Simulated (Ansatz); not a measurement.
Relaxation of CH₆AlN (9 atoms, charge 0, multiplicity 1), to a largest force component of 0.03 eV/Å in at most 50 steps.

Method: RKS PBE-D4/6-31G* in Ansatz.

```xyz
9
Properties=species:S:1:pos:R:3:forces:R:3
Al 0.261 0.604 -1.383 -0.08 0.04 -0.16
C 1.283 -0.151 1.526 0.14 -0.07 0.04
H 0.334 -0.705 1.504 -0.04 -0.04 0.00
H 1.855 -0.451 2.419 0.00 0.01 -0.01
H 1.090 0.931 1.568 -0.01 0.04 0.01
H 1.877 -0.388 0.624 -0.03 0.00 0.12
N -1.378 0.147 -0.715 0.00 0.01 -0.06
H -1.631 -0.134 0.235 0.00 0.00 0.05
H -2.227 0.148 -1.292 0.02 0.00 0.01
```

Task: Where does it end, and by what steps?

Result: It converged. The force dipped under the threshold on the way, but the program's further checks kept it going. After 18 steps the energy has fallen by 0.044 eV; Al1 moved furthest, 0.53 Å.

```
step  energy less start (eV)  largest force component (eV/Å)  accepted
   0                  0.0000                           0.157       yes
   1                 -0.0279                           0.123       yes
   2                  0.0588                           2.292        no
   3                 -0.0348                           0.126       yes
   4                 -0.0380                           0.038       yes
   5                 -0.0378                           0.294        no
   6                 -0.0391                           0.027       yes
   7                 -0.0387                           0.123        no
   8                 -0.0400                           0.048       yes
   9                 -0.0408                           0.066       yes
  10                 -0.0415                           0.086       yes
  11                 -0.0419                           0.125       yes
  12                 -0.0426                           0.136       yes
  13                 -0.0431                           0.117       yes
  14                 -0.0436                           0.103       yes
  15                 -0.0439                           0.070       yes
  16                 -0.0441                           0.058       yes
  17                 -0.0442                           0.069       yes
  18                 -0.0444                           0.022       yes
```

```xyz
9
Properties=species:S:1:pos:R:3
Al 0.124 0.334 -1.820
C 1.284 -0.200 1.590
H 0.592 -1.037 1.403
H 1.821 -0.374 2.535
H 0.722 0.745 1.658
H 2.012 -0.136 0.765
N -1.371 0.240 -0.776
H -1.380 0.123 0.242
H -2.338 0.305 -1.111
```

The run took 38 s on 1 thread of Arm Neoverse V1, with other jobs on the host, peak memory 0.12 GiB.
